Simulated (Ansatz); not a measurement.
CoO under compression and expansion

```
CELL_PARAMETERS angstrom
0.00000 2.12378 2.12378
2.12378 0.00000 2.12378
2.12378 2.12378 0.00000
ATOMIC_POSITIONS crystal
Co 0.00000 0.00000 0.00000
O 0.50000 0.50000 0.50000
```

Conventional cell: a = 4.248 Å, b = 4.248 Å, c = 4.248 Å, α = 90.00°, β = 90.00°, γ = 90.00°. Co (atom 1) has 6 O at 2.12 Å as nearest neighbours. Around O (atom 2) lie 6 Co at 2.12 Å.

The cell was built from the rocksalt type and relaxed in the same program, and has space group Fm-3m; it needn't be a known or the stable phase.

Semilocal functionals without U often leave such compounds metallic or with too small a gap, and the real magnetic order may differ.

The magnetic state is the one reached from the start moments; no search over orders was made, so it needn't be the ground state.

Methods: DFT, PBE, all-electron LAPW, scalar-relativistic (Ansatz 0.2.0); DFT, PBE, PAW with Ansatz's default frozen-core files, scalar-relativistic (Ansatz 0.2.0).

For LAPW: a Γ-centred 13×13×13 k mesh, Fermi–Dirac smearing of 0.08 eV, basis error target 0.25 meV/atom, spin-polarised from start moments Co1 2 μB. PAW takes a cutoff of 420 eV at this cell. The Ansatz runs share mesh, smearing and spin set-up. Plane-wave (PAW) pressures include the program's estimate of the Pulay term.

The cell above is scaled evenly, with fractional coordinates and shape held.

```csv
V/V(cell),V (Å³/atom),"P, LAPW (GPa)","P, PAW (GPa)","moment, LAPW (μB)"
0.9600,9.196,6.94,7.00,2.73
0.9800,9.388,?,?,?
1.0000,9.579,-0.07,-0.01,2.87
1.0200,9.771,-3.31,-3.24,2.91
1.0400,9.962,-6.31,-6.24,2.94
```

Question: Fill in the row V/V(cell) = 0.9800.

Answer: P, LAPW (GPa) = 3.36, P, PAW (GPa) = 3.43, moment, LAPW (μB) = 2.82.

Question: What do Birch–Murnaghan fits to the pressures give?

Answer: LAPW: V0 = 9.58 Å³/atom, B0 = 166 GPa, B0′ = 1.9; PAW: V0 = 9.58 Å³/atom, B0 = 166 GPa, B0′ = 1.9.

PAW's V0 lies 0.04 % from the all-electron value and its B0 -0.1 %. Symmetry fixes shape and coordinates here, so this is the relaxed modulus.
